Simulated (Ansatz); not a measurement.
This geometry of C₂H₆N (9 atoms, charge 0, multiplicity 2) is a first-order saddle point.

Computed with Ansatz 0.2.0, UKS r2SCANh/def2-SVP.

```xyz
9
Properties=species:S:1:pos:R:3
C -0.527 0.630 -0.524
C 0.429 -0.452 -0.016
N -0.019 -0.935 1.263
H -1.557 0.248 -0.545
H -0.246 0.947 -1.538
H -0.507 1.513 0.130
H 1.466 -0.065 -0.032
H 0.388 -1.297 -0.727
H 0.662 -0.635 1.972
```

Problem. Which two structures does it join? (They come from a converged band through this point; their orientation in space is the band's.)

Solution. No bond is made or broken. The dihedral C1–C2–N3–H9 goes from -180 to -43°.

First end point:

```xyz
9
Properties=species:S:1:pos:R:3
C -0.556 0.654 -0.585
C 0.398 -0.327 0.072
N 0.041 -0.605 1.430
H -1.579 0.255 -0.576
H -0.270 0.857 -1.627
H -0.565 1.605 -0.035
H 1.440 0.059 0.026
H 0.440 -1.273 -0.510
H 0.739 -1.271 1.787
```

Last end point:

```xyz
9
Properties=species:S:1:pos:R:3
C -0.511 0.578 -0.462
C 0.496 -0.496 -0.064
N 0.303 -1.060 1.239
H -1.535 0.179 -0.436
H -0.318 0.945 -1.480
H -0.466 1.439 0.223
H 1.517 -0.056 -0.091
H 0.508 -1.308 -0.810
H 0.094 -0.268 1.865
```

Problem. How far does it lie above each of them?

Solution. 0.093 eV above the first and 0.053 eV above the second. This is the barrier of this one path; another mechanism may lie lower.

Run time: 70 s on 2 threads of Intel(R) Xeon(R) Platinum 8488C (Sapphire Rapids), on a shared host, peak memory 0.22 GiB.
